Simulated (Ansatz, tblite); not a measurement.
Removing an electron: MgCl₂⁻ (the lowest doublet isomer of a short search). Total charge -1; doublet. Geometry: PBE0-D4/def2-TZVPD. Ansatz, gas phase; energy differences of separate SCF runs; the oxidised species is a singlet (the triplet lies 3.81 eV higher at PBE0-D4/def2-TZVPD).

```xyz
3

Mg    0.520   -0.565   -0.154
Cl   -1.641   -1.094    0.467
Cl    1.120    1.660   -0.313
```

The xTB rows come from tblite. Correlated methods freeze 11 core orbitals; core or outer-core shells of Mg are correlated, in sets that lack core-valence functions. The structure comes from a short search, and lower isomers may exist.

| level | −HOMO (eV) | vertical IE (eV) | −LUMO (eV) | HOMO–LUMO gap (eV) | remarks |
| --- | --- | --- | --- | --- | --- |
| GFN1-xTB | – | 7.77 | – | – | – |
| GFN2-xTB | – | 6.27 | – | – | – |
| HF/def2-TZVPPD | – | 1.62 | – | – | – |
| PBE-D4/def2-TZVPD | -0.57 | 1.84 | -1.74 | 1.17 | HOMO above zero (-1 doublet) |
| r2SCAN-D4/def2-TZVPD | -0.45 | 1.87 | -1.95 | 1.50 | HOMO above zero (-1 doublet) |
| PBE0-D4/def2-TZVPD | 0.15 | 1.90 | -2.41 | 2.55 | – |
| MP2/def2-TZVPPD | – | 1.75 | – | – | – |
| CCSD/def2-TZVPPD | – | 1.78 | – | – | – |
| CCSD(T)/def2-TZVPPD | – | 1.78 | – | – | – |

  A HOMO above zero means that the electron is unbound at that level or that self-interaction error raises the level; the energy of removing that electron tells which. HOMO and LUMO are the levels of the spin that leaves or enters (xTB has no such levels and no spin-polarisation term). Other spin states of the ions may lie lower, which would lower the ionisation energy or raise the affinity. Raw xTB energy differences between charge states are shifted by several eV; the methods need an empirical correction for them.
